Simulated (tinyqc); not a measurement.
Worked calculation: ROHF in the sto-3g basis, for BH, spin multiplicity 3. This run ends on a higher stationary point, not on the lowest solution. One step of it, computed by the program tinyqc.

Problem. Iteration 2: Roothaan effective Fock matrix. With projectors Pc = D(beta) S, Po = (D(alpha) - D(beta)) S, Pv = 1 - D(alpha) S, the block xy is Px^T F Py; with Fc = (F(alpha) + F(beta))/2, the blocks are Fc for cc, oo, vv and cv, F(beta) for co and F(alpha) for ov.

F(alpha) (hartree), lower triangle:
```
,1B 1s,1B 2s,1B 2px,1B 2py,1B 2pz,2H 1s
1B 1s,-7.671753
1B 2s,-2.233998,-1.260845
1B 2px,0.000000,0.000000,0.049509
1B 2py,0.000000,0.000000,0.000000,0.049509
1B 2pz,0.008872,0.060705,0.000000,0.000000,-0.420442
2H 1s,-0.071701,-0.126585,0.000000,0.000000,-0.116698,-0.029557
```

F(beta) (hartree), lower triangle:
```
,1B 1s,1B 2s,1B 2px,1B 2py,1B 2pz,2H 1s
1B 1s,-7.586781
1B 2s,-2.224755,-0.716916
1B 2px,0.000000,0.000000,0.185173
1B 2py,0.000000,0.000000,0.000000,0.185173
1B 2pz,0.010478,-0.005675,0.000000,0.000000,0.172865
2H 1s,-0.071277,-0.144766,0.000000,0.000000,-0.160348,0.111710
```

D(alpha) after iteration 1, lower triangle:
```
,1B 1s,1B 2s,1B 2px,1B 2py,1B 2pz,2H 1s
1B 1s,1.079223
1B 2s,-0.295164,1.100712
1B 2px,0.000000,0.000000,0.000000
1B 2py,0.000000,0.000000,0.000000,0.000000
1B 2pz,-0.005924,0.027930,0.000000,0.000000,1.034669
2H 1s,0.032687,-0.154119,0.000000,0.000000,-0.191305,1.055612
```

D(beta) after iteration 1, lower triangle:
```
,1B 1s,1B 2s,1B 2px,1B 2py,1B 2pz,2H 1s
1B 1s,0.983288
1B 2s,0.024956,0.032019
1B 2px,0.000000,0.000000,0.000000
1B 2py,0.000000,0.000000,0.000000,0.000000
1B 2pz,-0.020108,0.053602,0.000000,0.000000,0.093708
2H 1s,-0.055461,0.150813,0.000000,0.000000,0.263583,0.741412
```

overlap S, lower triangle:
```
,1B 1s,1B 2s,1B 2px,1B 2py,1B 2pz,2H 1s
1B 1s,1.000000
1B 2s,0.269328,1.000000
1B 2px,0.000000,0.000000,1.000000
1B 2py,0.000000,0.000000,0.000000,1.000000
1B 2pz,0.000000,0.000000,0.000000,0.000000,1.000000
2H 1s,0.008357,0.137660,0.000000,0.000000,0.181226,1.000000
```

Give: effective F.

Solution.

effective F (hartree), lower triangle:
```
,1B 1s,1B 2s,1B 2px,1B 2py,1B 2pz,2H 1s
1B 1s,-7.6294
1B 2s,-2.2278,-0.9823
1B 2px,0.0000,0.0000,0.1173
1B 2py,0.0000,0.0000,0.0000,0.1173
1B 2pz,0.0089,0.0413,0.0000,0.0000,-0.0929
2H 1s,-0.0719,-0.1302,0.0000,0.0000,-0.1135,0.0148
```
